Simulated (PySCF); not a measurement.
Molecule: 2-ethyl-1-butene, C$_{6}$H$_{12}$.

Cartesian coordinates in Å; atom numbers follow the order of the lines, from 1:
```xyz
18

C     0.761    1.645   -0.964
C     0.270    0.584   -0.343
C     0.939   -0.760   -0.443
C     1.541   -1.211    0.889
C    -0.979    0.675    0.491
C    -2.147   -0.096   -0.124
H     0.294    2.613   -0.896
H     1.651    1.591   -1.569
H     0.217   -1.508   -0.780
H     1.734   -0.706   -1.189
H     2.092   -2.139    0.757
H     0.765   -1.379    1.632
H     2.223   -0.454    1.269
H    -0.784    0.286    1.493
H    -1.262    1.724    0.592
H    -2.329    0.241   -1.142
H    -3.051    0.064    0.461
H    -1.943   -1.164   -0.145
```

Frames of a GFN2-xTB Langevin trajectory at 300 K; GIAO PBE0/pcSseg-1 shieldings in PySCF 2.14.0 with density-fitted response routines, gas phase, non-relativistic; equivalent atoms averaged within each frame.

Shifts are taken against calculated references (same method and geometry level): ¹³C (186.93 ppm), ¹H (31.72 ppm) vs TMS. The references are static minima.

Q: How do the shifts (ppm) fluctuate along the trajectory?

A: 
```
         time (fs)     C2     C1  C3/C5  C4/C6  H7/H8  H9/H10/H14/H15  H11/H12/H13/H16/H17/H18
optimised geometry  163.2  115.8   31.7   16.0   5.01            2.20                     1.07
               250  169.7  114.2   33.9   21.0   4.66            2.53                     1.38
               425  169.6  115.8   30.9   17.6   5.02            1.81                     1.28
               625  166.0  115.0   33.7   25.0   5.10            2.08                     1.87
               800  160.8  114.7   36.3   18.4   5.22            2.82                     1.22
              1000  179.8  126.7   39.4   20.5   5.42            2.79                     1.67
    mean of frames  169.2  117.3   34.8   20.5   5.08            2.41                     1.48
standard deviation    7.0    5.3    3.2    2.9   0.28            0.44                     0.28
```

5 frames give an uncertainty of the mean of about the standard deviation over 2.2 at best, since frames this close in time may not be independent; classical motion lacks zero-point vibration, and the reference would need the same averaging.
